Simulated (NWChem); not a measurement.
# C2H3Al (ethynylalumane): a first try and a second

Wanted: NMR shieldings of C2H3Al (ethynylalumane), PBEsol/IGLO-II.

Program for the calculation: NWChem 7.3.0.

2 further runs of the same task are left out: 1 that didn't finish, 1 set aside as unsound or not needed.

### Step 1. The molecule

C2H3Al has 6 atoms, charge 0, and is taken as a singlet. SMILES: `C#[C][AlH2]`. The shape is that of a PBE0-D4/def2-TZVP optimisation.

Bond lengths: C1–C2 1.211 Å, C2–Al3 1.906 Å, C1–H4 1.067 Å, Al3–H5 1.580 Å, Al3–H6 1.580 Å. Angles: C1–C2–Al3 179.9°, C2–C1–H4 180.0°, C2–Al3–H5 118.8°, C2–Al3–H6 118.8°, H5–Al3–H6 122.4°.

### Step 2. The input as first written

Input file c2h3al.nw:

```
start c2h3al
title "C2H3Al"
memory total 2200 mb

geometry units angstrom noautosym nocenter noautoz
   C     -0.792800    -1.637600    -0.298100
   C     -0.266100    -0.564200    -0.106200
   Al     0.564800     1.124200     0.195000
   H     -1.257000    -2.583100    -0.467400
   H      1.356700     1.804700    -0.990500
   H      0.436600     1.792000     1.621000
end

basis spherical bse
   * library def2-DZVP
end

dft
   xc gga_x_pbe_sol gga_c_pbe_sol
   grid fine
   direct
   maxiter 60
   noprint "final vectors analysis"
end

property
   shielding
end

task dft property
```

Launch:

```sh
$ nwchem c2h3al.nw > c2h3al.out
```

Standard output:

```text
Northwest Computational Chemistry Package (NWChem) 7.3.0
             --------------------------------------------------------

           Job information
           ---------------

    nwchem branch   = 7.3.0
    use scalapack   = T
    input           = c2h3al.nw
    prefix          = c2h3al.
    data base       = ./c2h3al.db
    status          = startup
    nproc           =        1

           Memory information
           ------------------

    heap     =     72089596 doubles =      550.0 Mbytes
    stack    =     72089601 doubles =      550.0 Mbytes
    global   =    144179200 doubles =     1100.0 Mbytes (distinct from heap & stack)
    total    =    288358397 doubles =     2200.0 Mbytes
    verify   = yes
    hardfail = no

           Directory information
           ---------------------

  0 permanent = .
  0 scratch   = .

                                NWChem Input Module
                                -------------------

                                      C2H3Al
                                      ------

 Scaling coordinates for geometry "geometry" by  1.889725989
 (inverse scale =  0.529177249)

                             Geometry "geometry" -> ""
                             -------------------------

 Output coordinates in angstroms (scale by  1.889725989 to convert to a.u.)

[... 18 lines left out ...]
            Nuclear Dipole moment (a.u.)
[... 38 lines left out ...]
    2 C                |   3 Al               |   6 H                |   118.80
    5 H                |   3 Al               |   6 H                |   122.41
 ------------------------------------------------------------------------------
                            number of included internuclear angles:          5
 ==============================================================================

 Summary of "ao basis" -> "" (spherical)
 ------------------------------------------------------------------------------
       Tag                 Description            Shells   Functions and Types
 ---------------- ------------------------------  ------  ---------------------
 *                         def2-DZVP                  on all atoms

                              NWChem Property Module
                              ----------------------

                                      C2H3Al

  itol2e modified to match energy
  convergence criterion.

                                 NWChem DFT Module
                                 -----------------

                                      C2H3Al

 Attempting to read a basis set from a  non-existing file:
 <dir>
 ------------------------------------------------------------------------
 bas_tag_lib: failed opening basis file                   0
 ------------------------------------------------------------------------
 ------------------------------------------------------------------------
  current input line :
    30: task dft property
 ------------------------------------------------------------------------
 ------------------------------------------------------------------------
 There is an error in the specified basis set
 ------------------------------------------------------------------------

0:bas_tag_lib: failed opening basis file:Received an Error in Communication
  Errorcode: -1
```

Run time: 0.72 s. Hardware: 1 thread of Intel Xeon Platinum 8375C at 2.90GHz (Ice Lake), shared host; peak memory 0.074 GiB.

### Step 3. What went wrong

The job stopped with an error part of the way.

The log says `There is an error in the specified basis set`. What is wrong: the input names a basis that the program doesn't know. To mend it: basis set IGLO-II in place of def2-DZVP.

### Step 4. The mended input

Input file c2h3al.nw:

```
start c2h3al
title "C2H3Al PBEsol"
memory stack 880 mb heap 220 mb global 1100 mb
charge 0

geometry noautosym nocenter noautoz
  C    -0.792800   -1.637600   -0.298100
  C    -0.266100   -0.564200   -0.106200
  Al    0.564800    1.124200    0.195000
  H    -1.257000   -2.583100   -0.467400
  H     1.356700    1.804700   -0.990500
  H     0.436600    1.792000    1.621000
end

basis spherical bse
  * library IGLO-II
end

dft
  xc gga_x_pbe_sol gga_c_pbe_sol
  grid fine
  direct
end

property
  shielding
end

task dft property
```

Launch:

```sh
$ nwchem c2h3al.nw > c2h3al.out
```

Standard output:

```text
[...]
          Wavefunction type:  closed shell.
          No. of atoms     :     6
          No. of electrons :    28
[...]
          Charge           :     0
          Spin multiplicity:     1
[...]
          AO basis - number of functions:    97
[...]
              XC Information
              --------------
          Using LibXC version      7.1.2
                                     gga_x_pbe_sol  1.000
                                     gga_c_pbe_sol  1.000
[...]
 d= 0,ls=0.0,diis     1   -319.2474025371 -3.89D+02  7.26D-03  1.64D+00     2.4
[...]
 d= 0,ls=0.0,diis    11   -319.2950636369 -9.72D-10  1.69D-07  5.89D-10    19.6
         Total DFT energy =     -319.295063636937
      One electron energy =     -578.660670289228
           Coulomb energy =      219.349212025688
    Exchange-Corr. energy =      -29.394072583847
 Nuclear repulsion energy =       69.410467210449
[...]
           isotropic =      75.0084
[...]
           isotropic =      84.1673
[...]
           isotropic =     303.4420
[...]
           isotropic =      29.3513
[...]
           isotropic =      25.9736
[...]
           isotropic =      25.9736
[...]
```

It took 54 s on 1 thread of Intel Xeon Platinum 8375C at 2.90GHz (Ice Lake), shared host; peak memory 0.12 GiB.

### Step 5. Outcome

At PBEsol/IGLO-II:

| quantity | value |
| --- | --- |
| total energy | -319.29506 Eh |
| dipole moment | 0.61 D |
| HOMO energy | -6.83 eV |
| LUMO energy | -2.64 eV |
| HOMO–LUMO gap | 4.19 eV |
| isotropic shielding of C1 | 75.0 ppm |
| isotropic shielding of Al3 | 303.4 ppm |
| isotropic shielding of H4 | 29.4 ppm |
